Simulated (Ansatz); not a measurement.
Consider the isomerisation: `C=C=C(C)F` → `C#CCCF`.

Computed with Ansatz on PBE0-D4/def2-TZVP structures; ΔE is electronic, products minus reactants. CCSD(T)/CBS is the MP2 limit (def2-TZVPP, def2-QZVPP) plus CCSD(T) − MP2 in def2-TZVPP, frozen cores. DFT in def2-TZVPP. One conformer a species, not always the lowest.

CCSD(T)/CBS gives +4.0 kJ/mol.

**Question.** Another level gave +6.1 kJ/mol. Which?
A. RPA@PBE/def2-TZVPP
B. ωB97M-V/def2-TZVPP
C. SCS-MP2/def2-TZVPP
D. PBE0-D4/def2-TZVPP

**Answer.** A. RPA@PBE/def2-TZVPP 6.1, SCS-MP2/def2-TZVPP -7.1, ωB97M-V 13.5, PBE0-D4 24.0 kJ/mol.

Largest T1 diagnostic among the species: 0.012.

From BLYP to BHLYP (50 % exact exchange), in def2-TZVPP and without D4, ΔE moves by −17.8 kJ/mol. At CCSD(T), def2-SVP lies +5.5 kJ/mol from the extrapolated value and def2-TZVPP +1.8 kJ/mol.
